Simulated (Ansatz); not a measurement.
The input, for Ansatz 0.2.0:

```yaml
crystal:
  periodic: [false, false, false]
  atoms:
    - {symbol: As, position_ang: [0.000000, 0.000000, 0.000000]}
    - {symbol: H, position_ang: [0.859076, 0.861798, 0.860132]}
    - {symbol: H, position_ang: [-0.862586, -0.857884, 0.860532]}
    - {symbol: H, position_ang: [-0.858082, 0.858870, -0.864044]}
    - {symbol: H, position_ang: [0.861592, -0.862784, -0.856620]}
basis:
  gaussian: {orbitals: 6-31G}
total_charge: 1
magnetization: {spin_polarized: false, initial_magnetization: 2}
correlation: {active_space: {ras: {orbitals: [3, 2, 18], electrons: 8, max_holes: 4, max_particles: 4}, fixed_orbitals: true}}
```

```sh
$ ansatz run in.yaml --threads 1 --pin off --events-out ev --progress --plain --max-ram 2393MiB
```

Log:

```
378 factors; integrals over basis functions are off by at most 3.5e-4 eV
mean field evaluation 1: about -60828.5609 eV, gradient 9.2e0 eV
mean field evaluation 2: about -60828.5688 eV, gradient 9.2e0 eV
mean field evaluation 4: about -60829.9417 eV, gradient 2.9e0 eV
mean field evaluation 8: about -60830.2765 eV, gradient 1.2e-1 eV
mean field evaluation 16: about -60830.2756 eV, gradient 1.0e-4 eV
mean field evaluation 32: about -60829.9835 eV, gradient 2.6e0 eV
mean field evaluation 64: about -60829.1894 eV, gradient 4.0e-4 eV
mean field evaluation 96: about -60830.2728 eV, gradient 1.0e0 eV
mean field evaluation 128: about -60829.0580 eV, gradient 1.6e0 eV
mean field -60831.18888740 eV, -2235.5049587512 hartree, gradient 1.9e-6 eV, S^2 2.000000; 11 other end points of the search recorded, 0 dependent functions left out
reference -60831.18888740 eV, -2235.5049587512 hartree; 19, 17 occupied and 18, 20 virtual orbitals, 378 factors
state -60833.50872938 eV, -2235.5902113716 hartree
Total energy: -60833.50872938 eV, -2235.5902113716 hartree
```

Natural occupations: 1.9390 1.6791 1.6791 1.5922 0.3979 0.3090 0.3090 0.0723 0.0037 0.0035 0.0035 0.0025 0.0025 0.0024 0.0021 0.0008 0.0002 0.0002 0.0002 0.0002 0.0002 0.0001 0.0000.

Ran on 1 thread of Arm Neoverse V2, shared host: 16 s wall, 0.29 GiB peak host memory.
